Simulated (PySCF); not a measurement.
Molecule: SMILES F[SiH2]F, F$_{2}$H$_{2}$Si.

Molfile (atoms numbered from 1):
```
F2H2Si
     RDKit          3D

  5  4  0  0  0  0  0  0  0  0999 V2000
   -1.2565   -0.9414   -0.1199 F   0  0  0  0  0  0  0  0  0  0  0  0
    0.0004    0.0607    0.0002 Si  0  0  0  0  0  4  0  0  0  0  0  0
    1.3449   -0.8201   -0.1168 F   0  0  0  0  0  0  0  0  0  0  0  0
   -0.0268    0.6962    1.3362 H   0  0  0  0  0  0  0  0  0  0  0  0
   -0.0447    1.0103   -1.1342 H   0  0  0  0  0  0  0  0  0  0  0  0
  1  2  1  0
  2  3  1  0
  2  4  1  0
  2  5  1  0
M  END
```

Geometry PBE0-D3(BJ)/def2-SVP throughout; GIAO in PySCF, gas phase, one conformer, non-relativistic; equivalent atoms averaged; functional PBE0.

For orientation, 6-31G* gives these shifts δ (against CFCl3, TMS at the same level): F1/F3 -134.6, Si2 5.2, H4/H5 5.46 ppm.

A run gave: F1/F3 -147.0, Si2 -14.5, H4/H5 5.10 ppm (shifts δ (against CFCl3, TMS at the same level)).

Which basis set was used in that run?
A. cc-pVTZ
B. pcSseg-2
C. STO-3G
D. pcSseg-3
E. aug-cc-pVDZ

Answers

A. F1/F3 tells them apart best: cc-pVTZ gives -147.0, pcSseg-2 gives -152.9, pcSseg-3 gives -153.3, aug-cc-pVDZ gives -154.8, STO-3G gives -207.6 ppm.
